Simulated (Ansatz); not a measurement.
Species: H3Si, SMILES `[SiH3]` (charge 0, multiplicity 2).

Question: Give a relaxed geometry from PBE0-D3(BJ)/def2-TZVP run with Ansatz (a first-principles code).

Answer: the end point of this relaxation (outside a Z-matrix the atoms follow the SMILES, hydrogens last).
Bonds (Å): Si1–H2 1.486, Si1–H3 1.486, Si1–H4 1.486. Bond angles (°): H2–Si1–H3 111.2, H2–Si1–H4 111.2, H3–Si1–H4 111.2.
